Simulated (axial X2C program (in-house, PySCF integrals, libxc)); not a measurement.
**Potential curves of NaSi, two-component**

Computed with an axial X2C code built on PySCF integrals. Two-component (2c) means X2C with spin–orbit coupling and atomic mean-field two-electron Coulomb and Gaunt terms. Basis: Si dyall-v3z [8s7p2d1f], Na dyall-v3z [9s8p4d2f] (cores contracted in-house); Gaussian nuclei, density fitting, unrestricted open shells. Masses: Si 27.977 u, Na 22.990 u.

State: Ω = 3/2 (⟨Sz⟩ = 1.50, ⟨Lz⟩ = 0.00 at B3LYP). Energies in cm⁻¹ from the fragments at the same level (Si + Na). Fits are polynomials in 1 − R0/R over 0.85 to 1.23 times the lowest point R0.

```json
{"R (Å)": "2.3542", "B3LYP": "-7455"}
{"R (Å)": "2.4625", "B3LYP": "-8722"}
{"R (Å)": "2.5436", "B3LYP": "-9282"}
{"R (Å)": "2.6248", "B3LYP": "-9586"}
{"R (Å)": "2.7060", "B3LYP": "-9691"}
{"R (Å)": "2.8007", "B3LYP": "-9621"}
{"R (Å)": "2.8954", "B3LYP": "-9398"}
{"R (Å)": "3.0172", "B3LYP": "-8959"}
{"R (Å)": "3.1660", "B3LYP": "-8282"}
{"R (Å)": "3.3825", "B3LYP": "-7190"}
```

One determinant describes the state; a PBE0 search over occupations chose it and may have missed a lower one. De is counted from the lowest determinant-based energies of the atoms at the same level, without counterpoise correction. Density functionals use the spin component along the axis (collinear). The 2c atoms are single determinants rather than J levels; their spin–orbit lowering is only partly caught, and De is too large by that part. This holds for B3LYP. PBE0 can misorder states that lie within some tenths of an eV, so this need not be the ground state of the molecule. The nearest other 2c determinant of the search, Ω = 1/2, lies 0.45 eV up at the distance of the search. The functionals have no current-density term, which raises determinants with orbital currents, atoms included. With several unpaired electrons one determinant need not be a pure state. This is the top spin component of a Σ state; components of lower Ω are not single determinants and can lie lower.

(1) What are Re, ωe and De at the B3LYP level?

Results:

(1) At B3LYP, 2c: Re = 2.717 Å, ωe ≈ 245 cm⁻¹, De = 1.20 eV to Si + Na; Be follows as 0.181 cm⁻¹.
